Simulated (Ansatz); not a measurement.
## FH₄PSi, SMILES F[SiH2]P: the energy of protonation at one site, step by step

Computed with Ansatz 0.2.0 through its Python package.

The cells in order, each with its output:

**Cell 1**
```python
import ansatz
import numpy as np
```

**Cell 2**
```python
geometry_ang = [
    ("F", (-2.0339, -0.0289, 0.2642)),
    ("Si", (-0.6698, -0.2229, -0.4582)),
    ("P", (0.8804, -0.2486, 1.0792)),
    ("H", (-0.6013, -1.5008, -1.1908)),
    ("H", (-0.3873, 0.891, -1.4099)),
    ("H", (0.8313, 1.1322, 1.4435)),
    ("H", (2.0419, -0.09, 0.2264)),
]
fh4psi = ansatz.Crystal.molecule()
for symbol, xyz in geometry_ang:
    fh4psi = fh4psi.atom(symbol, xyz)

setup = fh4psi.calculation()
setup = setup.basis(gaussian="def2-SVP")
setup = setup.functional("pbe0", dispersion="d3bj")
symbols = [site.symbol for site in fh4psi.cartesian_sites]
start = np.array([site.position_ang for site in fh4psi.cartesian_sites], dtype=float)
data = setup.relax(force_tolerance=0.01, max_steps=100).run().report
end = np.array(data["positions_ang"])
```

**Cell 3**
```python
away = sum((end[2] - end[j]) / np.linalg.norm(end[2] - end[j]) for j in [1, 5, 6]) + np.array([0.15, 0.1, -0.2])
proton = end[2] + 1.4 * away / np.linalg.norm(away)
acid = ansatz.Crystal.molecule()
for symbol, place in zip(symbols, end):
    acid = acid.atom(symbol, place.tolist())
acid = acid.atom("H", proton.tolist())
protonated = acid.calculation()
protonated = protonated.basis(gaussian="def2-SVP").functional("pbe0", dispersion="d3bj")
protonated = protonated.charge(1)
protonated = protonated.relax(force_tolerance=0.01, max_steps=80)
after = protonated.run().report
xyz = np.array(after["positions_ang"])
reach = np.linalg.norm(xyz[:-1] - xyz[-1], axis=1)
print(f"base {data['free_energy_ev']:.5f} eV, protonated {after['free_energy_ev']:.5f} eV")
print(f"the proton ends {reach.min():.3f} A from {symbols[reach.argmin()]}{reach.argmin()}")
print(f"electronic proton affinity {(data['free_energy_ev'] - after['free_energy_ev']):.3f} eV")
```
Output:
```text
base -19932.78980 eV, protonated -19941.41584 eV
the proton ends 1.413 A from P2
electronic proton affinity 8.626 eV
```

Reading the output:
- Total energies depend on the basis set; only differences at equal settings carry meaning.
- The proton is put on one chosen atom, which needn't be the most basic site, so the molecule's proton affinity can be higher; the ends are stationary points, not checked by frequencies, and zero-point and thermal terms count only where printed.
- Wall time of the script: 42 s on 1 thread of Intel(R) Xeon(R) Platinum 8259CL CPU @ 2.50GHz (Skylake/Cascade Lake), on a shared host, peak memory 0.24 GiB.

(Lines on the test bed's own set-up are left out of the output.)
